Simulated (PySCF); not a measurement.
# C2: bond curves at several levels of theory

The task here is to estimate one member of a computed series from the others.

Computed with PySCF 2.14.0. Level: C 3-21G, no relativity.

The first run:

A driver script around PySCF takes these settings:

| Item | Value |
| --- | --- |
| atoms | C, C |
| charge | 0 |
| basis | C 3-21G |
| Hamiltonian | no relativity |
| basis functions | 18 |
| electrons treated | 12 |
| masses in u | 12.0000, 12.0000 |
| levels | PBE0, PBE, r²SCAN, B2PLYP, PBEsol, M06-L, HSE06, HF, MP2, SCS-MP2, CCSD, CCSD(T) |
| grid | 80 radial by 434 angular points |
| occupations | held fixed by the projection of orbital angular momentum |
| dissociation limit | C + C, each in its ground configuration |
| starting distance in angstrom | 1.420 |
| values of 2S to try | 0, 2, 4 |

Run with:

```bash
$ OMP_NUM_THREADS=1 python dia.py task.json out
```

Steps of the session up to this table: Set-up; The PBE0 curve of the state that the search chose; Higher solutions at PBE0; PBE (GGA); r²SCAN; B2PLYP (double hybrid); PBEsol; M06-L; HSE06 (range-separated hybrid); UHF (mean field); MP2 and coupled cluster.

One of the session's tables, all rows but one given; the rest of the session is left out.

It belongs to the step «The curves together». Energy (eV) from each level's lowest point:

| R (Å) | UHF | UHF-MP2 | UHF-SCS-MP2 | UHF-CCSD | UHF-CCSD(T) |
| --- | --- | --- | --- | --- | --- |
| 1.139 | 1.316 | 1.712 | 1.674 | n/a | n/a |
| 1.192 | 0.544 | 0.820 | 0.790 | 0.788 | 0.833 |
| 1.246 | 0.135 | 0.296 | 0.277 | 0.278 | 0.305 |
| 1.285 | 0.008 | 0.087 | 0.077 | 0.078 | 0.092 |
| 1.325 | 0.000 | 0.000 | 0.000 | 0.000 | 0.000 |
| 1.365 | 0.084 | 0.007 | 0.018 | 0.016 | 0.001 |
| 1.418 | 0.302 | 0.127 | 0.155 | 0.146 | 0.113 |
| 1.484 | ? | ? | ? | ? | ? |
| 1.563 | 1.263 | 0.817 | 0.898 | 0.870 | 0.785 |
| 1.669 | 2.109 | 1.438 | 1.565 | n/a | n/a |

Q: Estimate the row for R (Å) = 1.484 from the others.

Worked estimate for «UHF». A straight line through the neighbours (1.418, 0.302) and (1.563, 1.263) gives 0.302 + (1.263 − 0.302) × (1.484 − 1.418) / (1.563 − 1.418) = 0.739; a parabola fitted to 4 rows on both sides gives 0.708.

The run gave: UHF: 0.692; UHF-MP2: 0.396; UHF-SCS-MP2: 0.446; UHF-CCSD: 0.428; UHF-CCSD(T): 0.371. In «UHF» the line misses by +0.047 and the parabola by +0.016.
